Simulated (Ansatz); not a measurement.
Ansatz (an electronic-structure program) input:

Ansatz 0.2 input:
```yaml
crystal:
  periodic: [false, false, false]
  atoms:
    - {symbol: P, position_ang: [-0.00000000, -0.00000000, -0.94474959]}
    - {symbol: P, position_ang: [0.00000000, 0.00000000, 0.94474959]}
basis:
  gaussian:
    orbitals: def2-TZVPD
hamiltonian:
  xc: {name: B3LYP}
output: {forces: true}
```

Problem. Which total energy does the run end on?

Solution. -682.74679 Eh (B3LYP/def2-TZVPD). The basis has 86 functions.
